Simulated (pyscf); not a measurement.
`[OH][Ta]([OH])([Cl])[Cl]` [doublet] → `[O]=[Ta]([Cl])[Cl]` [doublet] + `[OH2]`, an elimination (doublet surface; H–O, O–Ta broken, H–O formed). Structures and frequencies: ωB97X-D3(BJ)/def2-SVP in PySCF. Energies in eV from the reactant's lowest minimum found.

Small-basis levels: PySCF, no dispersion term, spherical d functions. Open shells are spin-unrestricted. 

### Question
In single points B3LYP/6-31G*+LANL2DZ puts the saddle at 1.47 eV and the reaction energy at +1.51 eV. Should these be trusted to within a few kcal/mol? Compare with ωB97M-D3(BJ)/def2-TZVP.

### Answer
ωB97M-D3(BJ)/def2-TZVP gives ΔE‡ = 1.54 eV and ΔE = +1.57 eV. B3LYP/6-31G*+LANL2DZ lies 0.07 eV under it in the barrier and 0.06 eV under it in the reaction energy, so on this step it holds to within 0.13 eV. ωB97M-D3(BJ)/def2-TZVP has limits of its own. On the reactant side the descent ends in a point that may be a rotor saddle (no frequency run), 0.08 eV over the lowest minimum found and 1.48 eV under the saddle at ωB97X-D3(BJ)/def2-TZVP. On the product side the descent ends in an adduct with a O–Ta contact, 1.05 eV under the separated species and 0.91 eV under the saddle at ωB97X-D3(BJ)/def2-TZVP. At ωB97M-D3(BJ) the saddle lies under the separated products, which points to a path from their complex (located at ωB97X-D3(BJ) alone), and parting the products costs more than the saddle. What is counted as broken (O–Ta) persists as a longer contact in the product adduct; parting that adduct is a step of its own. At the saddle there is also a short H–Ta contact that neither side keeps. This is the saddle that the search found; another between the same sides may lie lower. Open-shell species with a d-block atom are single-reference here; other states, and whether the spin sits on metal or ligand, were not checked. In the def2 sets elements past Kr carry core potentials, without spin-orbit coupling.
